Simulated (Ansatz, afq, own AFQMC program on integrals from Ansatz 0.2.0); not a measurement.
Two steps: Ansatz 0.2.0 writes the Fock matrix and Cholesky factors of the valence space, and afq projects on them the lowest state that overlaps trial and start.

```yaml
crystal:
  periodic: [false, false, false]
  atoms:
    - {symbol: H, position_ang: [0.000000, 0.000000, -0.893000]}
    - {symbol: H, position_ang: [0.000000, 0.000000, 0.074000]}
    - {symbol: H, position_ang: [0.000000, 0.000000, 0.819000]}
basis:
  gaussian: {orbitals: cc-pVTZ}
magnetization: {spin_polarized: true, initial_magnetization: 1}
correlation: {method: ccsd_t, electrons: outside_noble_gas, hamiltonian_folder: ham}
```

```sh
$ ansatz run in.yaml --threads 1 --pin off --events-out ev --progress --plain --max-ram 15360MiB --backend cuda --devices 0, --max-vram 18GiB
```

afq runs on the folder ham with

```
--method phaseless --trial hf --walkers 4000 --populations 20 --least-time 40 --time-step 0.005 --steps-per-block 20 --equilibration-blocks 112 --max-blocks 4000 --target-error 0.00055 --factor-cut 1e-05 --start spin_pure --seed 9029 --taylor-order 6
```

Times are imaginary, in 1/Eh. The walk had a cap of 50 s. With eight or more populations the least sampling time is a fifth of least-time, and the error comes from their spread.

Output of the walk:

```
orbitals 42  electrons 2 1  factors 213 of 213
reference energy -1.60018772 Eh
CCSD correlation -0.04983436 Eh in 9 cycles, weight of the determinant in the CISD state 0.9744
energy of the start -1.600648 Eh
 block  time / (1/Eh)  mean weight  energy / Eh
     1     0.100  1.0003  -1.613846
     2     0.200  1.0003  -1.622274
     3     0.300  1.0002  -1.628251
     4     0.400  1.0002  -1.632441
     5     0.500  1.0000  -1.635431
     7     0.700  1.0001  -1.640238
     9     0.900  1.0000  -1.642744
    13     1.300  0.9999  -1.646623
    21     2.100  0.9999  -1.649062
    29     2.900  1.0001  -1.649765
    37     3.700  1.0000  -1.650261
    45     4.500  1.0001  -1.650153
    53     5.300  1.0000  -1.649832
    61     6.100  1.0002  -1.650324
    69     6.900  0.9999  -1.649315
    77     7.700  1.0000  -1.650539
    85     8.500  1.0000  -1.650695
    93     9.300  0.9999  -1.651073
   101    10.100  1.0000  -1.650402
   109    10.900  0.9999  -1.651672
   117    11.700  1.0000  -1.650110
   125    12.500  1.0000  -1.651042
   133    13.300  0.9998  -1.650611
   141    14.100  1.0000  -1.650362
   149    14.900  0.9999  -1.649499
   157    15.700  1.0001  -1.650042
   165    16.500  1.0002  -1.650679
   173    17.300  1.0001  -1.650935
   181    18.100  1.0000  -1.650537
   189    18.900  0.9999  -1.649079
error from the spread of 20 populations
energy -1.650307 +/- 0.000139 Eh
(rows thinned)
```

The run passed its tests (sampling time, drift between the halves within three errors, error under three times the target), which doesn't prove that it has relaxed.

Against this walk (error 3.8 meV) on the same determinant: CCSD(T) 3.4 meV lower (within the noise), full CI 6.1 meV lower (within the noise), a separate phaseless walk with a CISD trial and standard settings 5.8 ± 3.8 meV lower (within the noise). The error is statistical and leaves out the bias of the constraint.

Cautions: constraint bias not in the error.

The walk took 27 s on 1 × NVIDIA H100 80GB HBM3 with 2 threads of AMD EPYC 7R13 Processor (Zen 3) (shared host) (the card was shared). The log's last line is the phaseless energy.

A walk keeps the symmetry of its determinant, which the program's search chose and which needn't be the lowest solution, so a lower state of the same spin and another symmetry isn't excluded.
